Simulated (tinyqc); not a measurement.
Worked calculation (part 2 of 3): UKS/PBE0 in the sto-6g basis, for H2O+, spin multiplicity 2. Computed by tinyqc, a small Python program that keeps every step (integrals from PySCF). Command: `OMP_NUM_THREADS=1 python tinyqc.py 21325 21326 out.jsonl` (the two numbers bound the seeds that draw the settings). One thread of a shared host (Intel(R) Xeon(R) Processor @ 2.60GHz), about 6 s of CPU time with the checks.

Geometry (angstrom):
```
atom         x          y         z
O     0.000000   0.000000  0.000000
H     0.000000   0.976000  0.932000
H     0.000000  -0.951000  0.908000
```

## Iteration 1: diagonalisation and new density

F(alpha) (hartree), order 1O 1s, 1O 2s, 1O 2px, 1O 2py, 1O 2pz, 2H 1s, 3H 1s:
```
[[-19.327093, -4.719619, 0.000000, 0.000780, -0.019162, -0.458565, -0.496847],
 [-4.719619, -2.193615, 0.000000, 0.003447, -0.139119, -0.503507, -0.535794],
 [0.000000, 0.000000, -0.489115, 0.000000, 0.000000, 0.000000, 0.000000],
 [0.000780, 0.003447, 0.000000, -0.440852, 0.001123, -0.225675, 0.237249],
 [-0.019162, -0.139119, 0.000000, 0.001123, -0.437122, -0.242168, -0.254165],
 [-0.458565, -0.503507, 0.000000, -0.225675, -0.242168, -0.631474, -0.181713],
 [-0.496847, -0.535794, 0.000000, 0.237249, -0.254165, -0.181713, -0.637486]]
```

F(beta) (hartree), order 1O 1s, 1O 2s, 1O 2px, 1O 2py, 1O 2pz, 2H 1s, 3H 1s:
```
[[-19.306706, -4.701704, 0.000000, 0.000777, -0.019120, -0.456712, -0.494847],
 [-4.701704, -2.099970, 0.000000, 0.003376, -0.138112, -0.490640, -0.521979],
 [0.000000, 0.000000, -0.162415, 0.000000, 0.000000, 0.000000, 0.000000],
 [0.000777, 0.003376, 0.000000, -0.409560, 0.001117, -0.223281, 0.234685],
 [-0.019120, -0.138112, 0.000000, 0.001117, -0.405910, -0.239785, -0.251627],
 [-0.456712, -0.490640, 0.000000, -0.223281, -0.239785, -0.628814, -0.179509],
 [-0.494847, -0.521979, 0.000000, 0.234685, -0.251627, -0.179509, -0.634457]]
```

X, order 1O 1s, 1O 2s, 1O 2px, 1O 2py, 1O 2pz, 2H 1s, 3H 1s:
```
[[-0.417938, -0.050164, 0.680001, 0.000000, 0.609690, 0.013150, 0.220468],
 [0.895267, 0.076131, -0.294557, 0.000000, 0.339449, 0.012490, 0.463655],
 [0.000000, 0.000000, 0.000000, 1.000000, 0.000000, 0.000000, 0.000000],
 [-0.071592, 0.746675, 0.006273, 0.000000, -0.004034, 0.721970, -0.012727],
 [0.436970, 0.030100, 0.690570, 0.000000, -0.581624, 0.001319, 0.243161],
 [-0.469325, -0.727540, -0.236447, 0.000000, -0.195908, 0.404995, 0.385977],
 [-0.612789, 0.636880, -0.221325, 0.000000, -0.184133, -0.384308, 0.406290]]
```

Diagonalise F' = X^T F X, C = X C', fill 5 alpha and 4 beta electrons from the bottom; D(s) = C_occ C_occ^T. Each column has its largest component positive (the first on a tie).

F' = X^T F X (alpha) (hartree):
```
[[-1.455579, -0.179087, 2.759126, 0.000000, 2.830977, 0.055083, 1.243834],
 [-0.179087, -0.222316, 0.384345, 0.000000, 0.410905, 0.107536, 0.189931],
 [2.759126, 0.384345, -7.178136, 0.000000, -7.709602, -0.175906, -3.831657],
 [0.000000, 0.000000, 0.000000, -0.489115, 0.000000, 0.000000, 0.000000],
 [2.830977, 0.410905, -7.709602, 0.000000, -9.283499, -0.202802, -4.522360],
 [0.055083, 0.107536, -0.175906, 0.000000, -0.202802, -0.639554, -0.107197],
 [1.243834, 0.189931, -3.831657, 0.000000, -4.522360, -0.107197, -3.336613]]
```

orbital energies (alpha) (hartree): [-19.331041, -1.168282, -0.656020, -0.554898, -0.489115, -0.231198, -0.174257]

coefficients C (alpha), order 1O 1s, 1O 2s, 1O 2px, 1O 2py, 1O 2pz, 2H 1s, 3H 1s:
```
[[0.996304, -0.222676, -0.001719, -0.124689, 0.000000, -0.046881, 0.011667],
 [0.016050, 0.873368, 0.009313, 0.608056, 0.000000, 0.293557, -0.073455],
 [0.000000, 0.000000, 0.000000, 0.000000, 1.000000, 0.000000, 0.000000],
 [-0.000100, -0.004705, 0.548195, 0.011710, 0.000000, 0.164920, 0.869616],
 [0.001991, 0.180854, 0.000095, -0.520284, 0.000000, 0.858605, -0.159821],
 [-0.002501, 0.165353, 0.540557, -0.476159, 0.000000, -0.623083, -0.471548],
 [-0.002696, 0.175987, -0.519733, -0.473132, 0.000000, -0.424184, 0.686944]]
```

F' = X^T F X (beta) (hartree):
```
[[-1.407095, -0.175880, 2.748320, 0.000000, 2.844959, 0.054440, 1.284336],
 [-0.175880, -0.208917, 0.383205, 0.000000, 0.412053, 0.123152, 0.193196],
 [2.748320, 0.383205, -7.151876, 0.000000, -7.722889, -0.175856, -3.836345],
 [0.000000, 0.000000, 0.000000, -0.162415, 0.000000, 0.000000, 0.000000],
 [2.844959, 0.412053, -7.722889, 0.000000, -9.250463, -0.202277, -4.503184],
 [0.054440, 0.123152, -0.175856, 0.000000, -0.202277, -0.620204, -0.106764],
 [1.284336, 0.193196, -3.836345, 0.000000, -4.503184, -0.106764, -3.296722]]
```

orbital energies (beta) (hartree): [-19.310242, -1.095463, -0.643874, -0.523327, -0.208460, -0.162415, -0.153910]

coefficients C (beta), order 1O 1s, 1O 2s, 1O 2px, 1O 2py, 1O 2pz, 2H 1s, 3H 1s:
```
[[0.996516, -0.213366, -0.001244, -0.138107, -0.047875, 0.000000, 0.012432],
 [0.015157, 0.830372, 0.006958, 0.664572, 0.295074, 0.000000, -0.076814],
 [0.000000, 0.000000, 0.000000, 0.000000, 0.000000, 1.000000, 0.000000],
 [-0.000097, -0.005173, 0.519681, 0.015059, 0.173916, 0.000000, 0.885178],
 [0.001937, 0.193202, 0.001580, -0.489566, 0.872366, 0.000000, -0.167696],
 [-0.002375, 0.202342, 0.561764, -0.474998, -0.607989, 0.000000, -0.452843],
 [-0.002561, 0.214860, -0.535366, -0.475757, -0.409384, 0.000000, 0.670860]]
```

D(alpha) after iteration 1, order 1O 1s, 1O 2s, 1O 2px, 1O 2py, 1O 2pz, 2H 1s, 3H 1s:
```
[[1.057756, -0.254322, 0.000000, -0.001455, 0.026585, 0.019130, 0.018014],
 [-0.254322, 1.132849, 0.000000, 0.008115, -0.158377, -0.140123, -0.138873],
 [0.000000, 0.000000, 1.000000, 0.000000, 0.000000, 0.000000, 0.000000],
 [-0.001455, 0.008115, 0.000000, 0.300678, -0.006892, 0.289977, -0.291284],
 [0.026585, -0.158377, 0.000000, -0.006892, 0.303407, 0.277689, 0.277936],
 [0.019130, -0.140123, 0.000000, 0.289977, 0.277689, 0.546277, -0.026553],
 [0.018014, -0.138873, 0.000000, -0.291284, 0.277936, -0.026553, 0.524956]]
```

D(beta) after iteration 1, order 1O 1s, 1O 2s, 1O 2px, 1O 2py, 1O 2pz, 2H 1s, 3H 1s:
```
[[1.057644, -0.253859, 0.000000, -0.001719, 0.028318, 0.019362, 0.017975],
 [-0.253859, 1.131452, 0.000000, 0.009327, -0.164882, -0.143778, -0.141525],
 [0.000000, 0.000000, 0.000000, 0.000000, 0.000000, 0.000000, 0.000000],
 [-0.001719, 0.009327, 0.000000, 0.270321, -0.007551, 0.283738, -0.286494],
 [0.028318, -0.164882, 0.000000, -0.007551, 0.277008, 0.272518, 0.273575],
 [0.019362, -0.143778, 0.000000, 0.283738, 0.272518, 0.582149, -0.031284],
 [0.017975, -0.141525, 0.000000, -0.286494, 0.273575, -0.031284, 0.559132]]
```

## Iteration 2: exchange-correlation on the grid

Becke grid with 10 radial and 50 angular points per atom, points of zero weight dropped. rho = sum D_ij phi_i phi_j; V_xc,ij = sum w v_xc phi_i phi_j plus the gradient terms; v_xc is d(rho eps)/d rho(s) for spin s at fixed gradient. Exact exchange is left to K.

The 12 grid points with the largest w rho, of 1489 (bohr, atomic units):
```
x                  y          z         w  rho(alpha)  rho(beta)     eps_xc  v_xc(alpha)
-0.841948   0.000000  -0.841948  0.257536    0.136762   0.074554  -0.400448    -0.510586
0.841948    0.000000  -0.841948  0.257536    0.136762   0.074554  -0.400448    -0.510586
-0.841948   0.841948   0.000000  0.255003    0.129845   0.066702  -0.391975    -0.502749
0.841948    0.841948   0.000000  0.255003    0.129845   0.066702  -0.391975    -0.502749
-0.841948  -0.841948   0.000000  0.254501    0.128970   0.065641  -0.390895    -0.501626
0.841948   -0.841948   0.000000  0.254501    0.128970   0.065641  -0.390895    -0.501626
0.000000    0.841948  -0.841948  0.257478    0.097029   0.094350  -0.383498    -0.465136
-1.077024   0.359008  -0.359008  0.230102    0.156815   0.056278  -0.408920    -0.528438
1.077024    0.359008  -0.359008  0.230102    0.156815   0.056278  -0.408920    -0.528438
-1.077024  -0.359008  -0.359008  0.230093    0.155953   0.055296  -0.408117    -0.527214
1.077024   -0.359008  -0.359008  0.230093    0.155953   0.055296  -0.408117    -0.527214
-0.687448   0.687448  -0.687448  0.240589    0.122110   0.079604  -0.392635    -0.494336
```

electrons on the grid, sum of w rho = 8.995700

E_xc = sum of w rho eps_xc = -6.31236759 hartree

V_xc(alpha) (hartree), order 1O 1s, 1O 2s, 1O 2px, 1O 2py, 1O 2pz, 2H 1s, 3H 1s:
```
[[-2.331136, -0.272316, 0.000000, -0.000076, 0.001421, -0.029400, -0.031864],
 [-0.272316, -0.571907, 0.000000, -0.000381, 0.001561, -0.114457, -0.122287],
 [0.000000, 0.000000, -0.596287, 0.000000, 0.000000, 0.000000, 0.000000],
 [-0.000076, -0.000381, 0.000000, -0.559893, 0.000824, -0.072011, 0.076495],
 [0.001421, 0.001561, 0.000000, 0.000824, -0.558405, -0.070043, -0.074414],
 [-0.029400, -0.114457, 0.000000, -0.072011, -0.070043, -0.361403, -0.042818],
 [-0.031864, -0.122287, 0.000000, 0.076495, -0.074414, -0.042818, -0.360756]]
```

V_xc(beta) (hartree), order 1O 1s, 1O 2s, 1O 2px, 1O 2py, 1O 2pz, 2H 1s, 3H 1s:
```
[[-2.316376, -0.264948, 0.000000, -0.000086, 0.001495, -0.028739, -0.031147],
 [-0.264948, -0.520039, 0.000000, -0.000563, 0.003772, -0.107762, -0.115098],
 [0.000000, 0.000000, -0.488471, 0.000000, 0.000000, 0.000000, 0.000000],
 [-0.000086, -0.000563, 0.000000, -0.536094, 0.001014, -0.070461, 0.074834],
 [0.001495, 0.003772, 0.000000, 0.001014, -0.534557, -0.068356, -0.072648],
 [-0.028739, -0.107762, 0.000000, -0.070461, -0.068356, -0.363691, -0.041906],
 [-0.031147, -0.115098, 0.000000, 0.074834, -0.072648, -0.041906, -0.362732]]
```

## Iteration 2: building the Kohn-Sham matrix

core Hamiltonian H = T + V (hartree), order 1O 1s, 1O 2s, 1O 2px, 1O 2py, 1O 2pz, 2H 1s, 3H 1s:
```
[[-32.725699, -7.230969, 0.000000, 0.000320, -0.011717, -0.705451, -0.764417],
 [-7.230969, -8.951320, 0.000000, 0.003655, -0.138679, -1.835078, -1.956519],
 [0.000000, 0.000000, -7.226088, 0.000000, 0.000000, 0.000000, 0.000000],
 [0.000320, 0.003655, 0.000000, -7.282810, 0.001973, -1.045131, 1.105636],
 [-0.011717, -0.138679, 0.000000, 0.001973, -7.277804, -1.028114, -1.086407],
 [-0.705451, -1.835078, 0.000000, -1.045131, -1.028114, -3.859023, -0.683702],
 [-0.764417, -1.956519, 0.000000, 1.105636, -1.086407, -0.683702, -3.937402]]
```

nuclear repulsion = 6.63123881 hartree

Given earlier and not repeated: Two-electron integrals (ij|kl) in chemists' order.

J_ij = sum D_kl (ij|kl) with D = D(alpha) + D(beta), K_ij = sum D_kl (ik|jl) for each spin; F = H + J - 0.25 K(s) + V_xc; E = tr D H + tr D J / 2 - 0.125 sum_s tr D(s) K(s) + E_xc + E_nn.

Coulomb J (hartree), order 1O 1s, 1O 2s, 1O 2px, 1O 2py, 1O 2pz, 2H 1s, 3H 1s:
```
[[15.530466, 2.673343, 0.000000, 0.000615, 0.002651, 0.267309, 0.289683],
 [2.673343, 6.844564, 0.000000, 0.002718, 0.109686, 1.428375, 1.520774],
 [0.000000, 0.000000, 6.825801, 0.000000, 0.000000, 0.000000, 0.000000],
 [0.000615, 0.002718, 0.000000, 6.856824, -0.002398, 0.893590, -0.942997],
 [0.002651, 0.109686, 0.000000, -0.002398, 6.851070, 0.879397, 0.929100],
 [0.267309, 1.428375, 0.000000, 0.893590, 0.879397, 3.813284, 0.565641],
 [0.289683, 1.520774, 0.000000, -0.942997, 0.929100, 0.565641, 3.854728]]
```

exchange K(alpha) (hartree), order 1O 1s, 1O 2s, 1O 2px, 1O 2py, 1O 2pz, 2H 1s, 3H 1s:
```
[[4.899908, 0.741923, 0.000000, -0.000060, 0.002345, 0.080796, 0.087360],
 [0.741923, 1.221345, 0.000000, 0.002561, -0.021596, 0.286977, 0.304774],
 [0.000000, 0.000000, 1.121812, 0.000000, 0.000000, 0.000000, 0.000000],
 [-0.000060, 0.002561, 0.000000, 0.689117, -0.010174, 0.224521, -0.232660],
 [0.002345, -0.021596, 0.000000, -0.010174, 0.676789, 0.225941, 0.234313],
 [0.080796, 0.286977, 0.000000, 0.224521, 0.225941, 0.579897, 0.100918],
 [0.087360, 0.304774, 0.000000, -0.232660, 0.234313, 0.100918, 0.578126]]
```

exchange K(beta) (hartree), order 1O 1s, 1O 2s, 1O 2px, 1O 2py, 1O 2pz, 2H 1s, 3H 1s:
```
[[4.872531, 0.700517, 0.000000, -0.000046, 0.002162, 0.075853, 0.082049],
 [0.700517, 1.029511, 0.000000, 0.003274, -0.028386, 0.259341, 0.275283],
 [0.000000, 0.000000, 0.238108, 0.000000, 0.000000, 0.000000, 0.000000],
 [-0.000046, 0.003274, 0.000000, 0.612702, -0.010971, 0.218335, -0.226451],
 [0.002162, -0.028386, 0.000000, -0.010971, 0.603659, 0.218871, 0.227227],
 [0.075853, 0.259341, 0.000000, 0.218335, 0.218871, 0.595659, 0.097364],
 [0.082049, 0.275283, 0.000000, -0.226451, 0.227227, 0.097364, 0.592004]]
```

F(alpha) (hartree), order 1O 1s, 1O 2s, 1O 2px, 1O 2py, 1O 2pz, 2H 1s, 3H 1s:
```
[[-20.751346, -5.015422, 0.000000, 0.000873, -0.008232, -0.487741, -0.528438],
 [-5.015422, -2.983998, 0.000000, 0.005352, -0.022033, -0.592904, -0.634225],
 [0.000000, 0.000000, -1.277027, 0.000000, 0.000000, 0.000000, 0.000000],
 [0.000873, 0.005352, 0.000000, -1.158159, 0.002943, -0.279682, 0.297299],
 [-0.008232, -0.022033, 0.000000, 0.002943, -1.154336, -0.275246, -0.290299],
 [-0.487741, -0.592904, 0.000000, -0.279682, -0.275246, -0.552117, -0.186108],
 [-0.528438, -0.634225, 0.000000, 0.297299, -0.290299, -0.186108, -0.587962]]
```

F(beta) (hartree), order 1O 1s, 1O 2s, 1O 2px, 1O 2py, 1O 2pz, 2H 1s, 3H 1s:
```
[[-20.729742, -4.997703, 0.000000, 0.000860, -0.008112, -0.485844, -0.526394],
 [-4.997703, -2.884172, 0.000000, 0.004991, -0.018124, -0.579300, -0.619663],
 [0.000000, 0.000000, -0.948285, 0.000000, 0.000000, 0.000000, 0.000000],
 [0.000860, 0.004991, 0.000000, -1.115256, 0.003331, -0.276585, 0.294086],
 [-0.008112, -0.018124, 0.000000, 0.003331, -1.112205, -0.271791, -0.286762],
 [-0.485844, -0.579300, 0.000000, -0.276585, -0.271791, -0.558345, -0.184308],
 [-0.526394, -0.619663, 0.000000, 0.294086, -0.286762, -0.184308, -0.593408]]
```

total energy of this density = -75.08232121 hartree

## Iteration 2: DIIS over 2 matrices

error matrix X^T (FDS - SDF) X (alpha):
```
[[0.000000, -0.002060, -0.115253, 0.000000, 0.210522, 0.033727, -0.172501],
 [0.002060, 0.000000, -0.015187, 0.000000, 0.027093, -0.406053, -0.004705],
 [0.115253, 0.015187, 0.000000, 0.000000, 0.149582, -0.011566, -0.176342],
 [0.000000, 0.000000, 0.000000, 0.000000, 0.000000, 0.000000, 0.000000],
 [-0.210522, -0.027093, -0.149582, 0.000000, 0.000000, 0.002404, 0.100901],
 [-0.033727, 0.406053, 0.011566, 0.000000, -0.002404, 0.000000, 0.000726],
 [0.172501, 0.004705, 0.176342, 0.000000, -0.100901, -0.000726, 0.000000]]
```

B (overlaps of the stored error matrices):
```
[[5.0857195e-01, -5.5706317e-01],
 [-5.5706317e-01, 1.2210851e+00]]
```

Minimise |sum c_i e_i|^2 with sum c_i = 1: solve [B -1; -1 0][c; lambda] = [0; -1] with B_ij = tr e_i^T e_j summed over both spins, and take F = sum c_i F_i.

DIIS coefficients: [0.625276, 0.374724]

extrapolated F(alpha) (hartree), order 1O 1s, 1O 2s, 1O 2px, 1O 2py, 1O 2pz, 2H 1s, 3H 1s:
```
[[-19.860795, -4.830464, 0.000000, 0.000815, -0.015066, -0.469498, -0.508685],
 [-4.830464, -2.489791, 0.000000, 0.004161, -0.095244, -0.537006, -0.572678],
 [0.000000, 0.000000, -0.784365, 0.000000, 0.000000, 0.000000, 0.000000],
 [0.000815, 0.004161, 0.000000, -0.709644, 0.001805, -0.245913, 0.259751],
 [-0.015066, -0.095244, 0.000000, 0.001805, -0.705879, -0.254563, -0.267706],
 [-0.469498, -0.537006, 0.000000, -0.245913, -0.254563, -0.601737, -0.183360],
 [-0.508685, -0.572678, 0.000000, 0.259751, -0.267706, -0.183360, -0.618928]]
```

extrapolated F(beta) (hartree), order 1O 1s, 1O 2s, 1O 2px, 1O 2py, 1O 2pz, 2H 1s, 3H 1s:
```
[[-19.839952, -4.812622, 0.000000, 0.000808, -0.014995, -0.467628, -0.506668],
 [-4.812622, -2.393830, 0.000000, 0.003981, -0.093149, -0.523863, -0.558583],
 [0.000000, 0.000000, -0.456900, 0.000000, 0.000000, 0.000000, 0.000000],
 [0.000808, 0.003981, 0.000000, -0.674002, 0.001947, -0.243256, 0.256944],
 [-0.014995, -0.093149, 0.000000, 0.001947, -0.670576, -0.251779, -0.264793],
 [-0.467628, -0.523863, 0.000000, -0.243256, -0.251779, -0.602407, -0.181307],
 [-0.506668, -0.558583, 0.000000, 0.256944, -0.264793, -0.181307, -0.619075]]
```

## Iteration 2: diagonalisation and new density

As before.

F' = X^T F X (alpha) (hartree):
```
[[-1.639445, -0.187046, 2.875390, 0.000000, 2.915338, 0.066866, 1.148115],
 [-0.187046, -0.306033, 0.400999, 0.000000, 0.423498, -0.042990, 0.184232],
 [2.875390, 0.400999, -7.540203, 0.000000, -7.771498, -0.182165, -3.930917],
 [0.000000, 0.000000, 0.000000, -0.784365, 0.000000, 0.000000, 0.000000],
 [2.915338, 0.423498, -7.771498, 0.000000, -9.662781, -0.209814, -4.654525],
 [0.066866, -0.042990, -0.182165, 0.000000, -0.209814, -0.795990, -0.105746],
 [1.148115, 0.184232, -3.930917, 0.000000, -4.654525, -0.105746, -3.482428]]
```

orbital energies (alpha) (hartree): [-19.864302, -1.412341, -0.796849, -0.784365, -0.754596, -0.324701, -0.274090]

coefficients C (alpha), order 1O 1s, 1O 2s, 1O 2px, 1O 2py, 1O 2pz, 2H 1s, 3H 1s:
```
[[0.996543, -0.240032, -0.007884, 0.000000, 0.068588, 0.066986, 0.011116],
 [0.015030, 0.967323, 0.039528, 0.000000, -0.339583, -0.408190, -0.070588],
 [0.000000, 0.000000, 0.000000, 1.000000, 0.000000, 0.000000, 0.000000],
 [-0.000098, -0.005851, 0.791949, 0.000000, 0.061732, -0.085979, 0.667599],
 [0.001659, 0.128366, -0.054406, 0.000000, 0.810488, -0.617062, -0.095152],
 [-0.002295, 0.072223, 0.301620, 0.000000, 0.296051, 0.767635, -0.619485],
 [-0.002477, 0.079740, -0.343574, 0.000000, 0.253887, 0.572819, 0.812276]]
```

F' = X^T F X (beta) (hartree):
```
[[-1.590227, -0.183757, 2.864307, 0.000000, 2.927737, 0.065916, 1.191972],
 [-0.183757, -0.293626, 0.399856, 0.000000, 0.424380, -0.023452, 0.187716],
 [2.864307, 0.399856, -7.512502, 0.000000, -7.786350, -0.181939, -3.934238],
 [0.000000, 0.000000, 0.000000, -0.456900, 0.000000, 0.000000, 0.000000],
 [2.927737, 0.424380, -7.786350, 0.000000, -9.628557, -0.209368, -4.635398],
 [0.065916, -0.023452, -0.181939, 0.000000, -0.209368, -0.775052, -0.105363],
 [1.191972, 0.187716, -3.934238, 0.000000, -4.635398, -0.105363, -3.442249]]
```

orbital energies (beta) (hartree): [-19.843078, -1.325568, -0.772691, -0.724014, -0.456900, -0.311896, -0.264967]

coefficients C (beta), order 1O 1s, 1O 2s, 1O 2px, 1O 2py, 1O 2pz, 2H 1s, 3H 1s:
```
[[0.996748, -0.235540, -0.008100, 0.077306, 0.000000, 0.069947, 0.013034],
 [0.014162, 0.947060, 0.040191, -0.379401, 0.000000, -0.418573, -0.080834],
 [0.000000, 0.000000, 0.000000, 0.000000, 1.000000, 0.000000, 0.000000],
 [-0.000095, -0.006297, 0.767743, 0.052505, 0.000000, -0.104496, 0.693515],
 [0.001606, 0.137396, -0.045891, 0.789704, 0.000000, -0.639817, -0.110304],
 [-0.002174, 0.094940, 0.330002, 0.311425, 0.000000, 0.767791, -0.593681],
 [-0.002347, 0.104469, -0.367070, 0.270428, 0.000000, 0.549306, 0.810094]]
```

D(alpha) after iteration 2, order 1O 1s, 1O 2s, 1O 2px, 1O 2py, 1O 2pz, 2H 1s, 3H 1s:
```
[[1.055480, -0.240813, 0.000000, -0.000703, 0.026861, -0.001695, -0.001486],
 [-0.240813, 1.052819, 0.000000, 0.004680, -0.153183, -0.018783, -0.022699],
 [0.000000, 0.000000, 1.000000, 0.000000, 0.000000, 0.000000, 0.000000],
 [-0.000703, 0.004680, 0.000000, 0.631028, 0.006195, 0.256721, -0.256886],
 [0.026861, -0.153183, 0.000000, 0.006195, 0.676332, 0.232803, 0.234697],
 [-0.001695, -0.018783, 0.000000, 0.256721, 0.232803, 0.183842, -0.022701],
 [-0.001486, -0.022699, 0.000000, -0.256886, 0.234697, -0.022701, 0.188866]]
```

D(beta) after iteration 2, order 1O 1s, 1O 2s, 1O 2px, 1O 2py, 1O 2pz, 2H 1s, 3H 1s:
```
[[1.055028, -0.238610, 0.000000, -0.000771, 0.030659, -0.003127, -0.003067],
 [-0.238610, 1.042684, 0.000000, 0.004971, -0.171314, -0.015009, -0.018448],
 [0.000000, 0.000000, 0.000000, 0.000000, 0.000000, 0.000000, 0.000000],
 [-0.000771, 0.004971, 0.000000, 0.592226, 0.005365, 0.269111, -0.268274],
 [0.030659, -0.171314, 0.000000, 0.005365, 0.644619, 0.243831, 0.244753],
 [-0.003127, -0.015009, 0.000000, 0.269111, 0.243831, 0.214906, -0.026992],
 [-0.003067, -0.018448, 0.000000, -0.268274, 0.244753, -0.026992, 0.218791]]
```
